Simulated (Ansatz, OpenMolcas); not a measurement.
# LiH (SMILES [LiH]): the vertical energy of the triplet above the singlet from total energies

The species is LiH (2 atoms), meant as a singlet with charge 0. SMILES: `[LiH]`. Geometry: the measured bond length.

```xyz
2

Li    0.0000    0.0000    0.0000
H     0.0000    0.0000    1.5957
```

Both states at this one shape; open shells run unrestricted unless said. 1 Eh = 27.2114 eV.

```tsv
level	program	singlet LiH (Eh)	triplet LiH (Eh)
PBE/def2-SVP	OpenMolcas	-8.037879	-7.923687
revPBE0/STO-3G	Ansatz	-7.949746	-7.824469
BCCD(T)/cc-pVTZ, all electrons correlated	Ansatz	-8.036647	-7.917977
```

Question: Work out the vertical gap, second state less first, at each level.

Answer: 
1. PBE/def2-SVP: -7.923687 − (-8.037879) = 0.114192 Eh = 3.11 eV.
2. revPBE0/STO-3G: -7.824469 − (-7.949746) = 0.125277 Eh = 3.41 eV.
3. BCCD(T)/cc-pVTZ: -7.917977 − (-8.036647) = 0.118670 Eh = 3.23 eV.

No measured value is set beside it here; the levels span 3.11 to 3.41 eV. Minimal sets are far from the basis-set limit.
